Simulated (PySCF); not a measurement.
Level of theory: PBE-D3(BJ)/def2-TZVP // B3LYP-D3(BJ)/def2-TZVP (PySCF). All species are isolated molecules in the gas phase. 

Reference species (SMILES): `C#C[S+]` (lower triplet) (charge +1, multiplicity 3).

* **highest occupied spin orbital**: -13.90 eV

Changed species: `[SH+]` (lower triplet) (S, X = H, multiplicity 3; the reference has S, X = ethynyl, multiplicity 3).

Q: Predict the effect on the highest occupied spin orbital.

A: the highest occupied spin orbital falls by 3.39 eV, to -17.29 eV.
